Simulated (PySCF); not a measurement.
## CF₂: one-bond stretch

Method: PBE0 in PySCF with C def2-TZVP, F def2-TZVP; no relativity; density-fitted integrals.

Rigid scan from the singlet minimum (C–F 1.296 Å (×2); F–C–F 104.7°). Coordinate: the bond from C to the last atom (F) scaled, the rest fixed. Energies in kJ/mol from the minimum.

Question: Predict the curve at 0.92, 0.96, 1.00, 1.05, 1.12, 1.20, 1.35, 1.55, 1.80, 2.20.

Answer: 
| scale of one bond | E (kJ/mol) | dipole size (D) |
| --- | --- | --- |
| 0.92 | 27.5 | 1.08 |
| 0.96 | 6.0 | 0.86 |
| 1.00 | 0.0 | 0.69 |
| 1.05 | 7.2 | 0.63 |
| 1.12 | 33.8 | 0.89 |
| 1.20 | 76.2 | 1.41 |
| 1.35 | 165.9 | 2.52 |
| 1.55 | 280.3 | – |
| 1.80 | 398.0 | – |
| 2.20 | 524.7 | – |

At long bonds a restricted determinant can lie too high, and another spin state can fall below this curve.

The scan took 6.3 s on 2 threads of a shared Intel Xeon 6975P-C (Granite Rapids) host; the process peaked at 0.85 GiB.
